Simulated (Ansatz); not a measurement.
System: HF, charge 0, singlet. HF (fluorane, SMILES F).
B3LYP-D3(BJ)/def2-TZVP minimum from Ansatz (a first-principles code):
```xyz
2

F      0.0000     0.0000    -0.0925
H      0.0000     0.0000     0.8321
```

Wanted: atomisation energy (electronic, to ground-state atoms), in kJ/mol. Radicals and triplets start from unrestricted determinants; spin-orbit coupling is neglected. CBS(X,Y): correlation extrapolated as X^-3, Hartree-Fock from the larger set (Q,5: extrapolated as (X+1)exp(-9√X)). A bracket is a step between two methods taken in the basis named. The functionals are non-relativistic, so their misses hold any scalar relativity. Double hybrids freeze cores in their MP2 part. 'core' is core correlation in cc-pwCVTZ, 'X2C' scalar relativity in cc-pVTZ-DK, both at CCSD(T). Full CI freezes restricted core orbitals, also for open shells; the composite that ends in it estimates full CI at the basis-set limit. Where a partner has so few electrons that a lower coupled-cluster level is exact, that level stands in.

CCSD(T)/CBS(cc-pVQZ,cc-pV5Z) + [CCSDT(Q) - CCSD(T)]/cc-pV5Z + [FCI - CCSDT(Q)]/cc-pVDZ + core + X2C (Ansatz) gives 592.8 kJ/mol.

### Question
How far off this value is PBE/def2-TZVPD (Ansatz), in which direction, and which of these levels come nearer: r2SCAN/def2-TZVPD, B3LYP/def2-TZVPD, PBE0/def2-TZVPD, B2PLYP/def2-TZVPD, CCSD(T)/CBS(cc-pVQZ,cc-pV5Z) + core + X2C?

### Answer
PBE gives 591.0 kJ/mol, 1.8 kJ/mol below it. Differences of the others: r2SCAN/def2-TZVPD (Ansatz) -18.1; B3LYP/def2-TZVPD (Ansatz) -14.0; PBE0/def2-TZVPD (Ansatz) -23.7; B2PLYP/def2-TZVPD (Ansatz) -15.8; CCSD(T)/CBS(cc-pVQZ,cc-pV5Z) + core + X2C (Ansatz) 0.0 kJ/mol. Nearer than PBE: CCSD(T)/CBS(cc-pVQZ,cc-pV5Z) + core + X2C.
